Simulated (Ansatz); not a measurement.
Geometry optimisation, RKS PBE0/def2-SVP (Ansatz).

The input (input.yaml):

```yaml
crystal:
  periodic: [false, false, false]
  atoms:
    - { symbol: Si, position_ang: [0.0, 0.0, 0.0] }
    - { symbol: "N", position_ang: [0.0, 0.0, 2.17] }
    - { symbol: H, position_ang: [-0.877, -0.2713, 2.7] }
    - { symbol: H, position_ang: [0.877, 0.2713, 2.7] }
    - { symbol: H, position_ang: [1.3768, 0.0, -0.4862] }
    - { symbol: H, position_ang: [-0.6877, 1.1914, -0.4862] }
    - { symbol: H, position_ang: [-0.6877, -1.1914, -0.4862] }
    - { symbol: H, position_ang: [0.9186, -1.3949, 0.555] }
    - { symbol: H, position_ang: [0.7292, -1.1073, 1.5131] }
basis:
  gaussian: { orbitals: def2-SVP }
hamiltonian:
  xc: pbe0
relax:
  f_tol: 0.15
  max_steps: 25
  restrain:
    - { distance: [0, 7], at: 2.66, k: 30.0 }
    - { distance: [8, 1], at: 2.26, k: 30.0 }
    - { distance: [0, 1], at: 1.82, k: 30.0 }
    - { distance: [8, 7], at: 0.66, k: 30.0 }
output:
  orbitals: {}
```

Command:

```bash
$ ansatz run input.yaml --threads 1 --pin off --max-ram 2048MiB --backend cpu --events-out ev --progress --plain --runs-dir out
```

Problem. Where does it end, and by what steps?

Solution. The forces met the threshold. The restraints hold the end off the free minimum; the threshold counts their pulls, which the force column leaves out. Restrained pairs: Si1–H8 (1.76 → 2.67 Å), N2–H9 (1.48 → 2.27 Å), Si1–N2 (2.17 → 1.78 Å), H8–H9 (1.02 → 0.72 Å). After 6 steps the energy has fallen by 2.870 eV (the restraints' own energy left out); H8 moved furthest, 0.75 Å.

```tsv
step	energy less start (eV)	largest force component (eV/Å)	accepted
0	0.0000	2.791	yes
1	-0.8021	3.516	yes
2	-1.3542	3.894	yes
3	-2.1476	2.298	yes
4	-2.8234	1.465	yes
5	-2.7994	1.605	no
6	-2.8695	1.333	yes
```

```xyz
9
Properties=species:S:1:pos:R:3
Si -0.109 0.187 0.154
N -0.102 0.251 1.934
H -0.855 -0.150 2.483
H 0.764 0.316 2.453
H 1.303 0.263 -0.313
H -0.852 1.347 -0.429
H -0.771 -1.056 -0.346
H 1.263 -2.003 0.833
H 1.009 -1.657 1.411
```

Time of the run: 10 s on 1 thread of AMD EPYC 7R43 64-Core Processor (Zen 3), with other jobs on the host, peak memory 0.13 GiB.
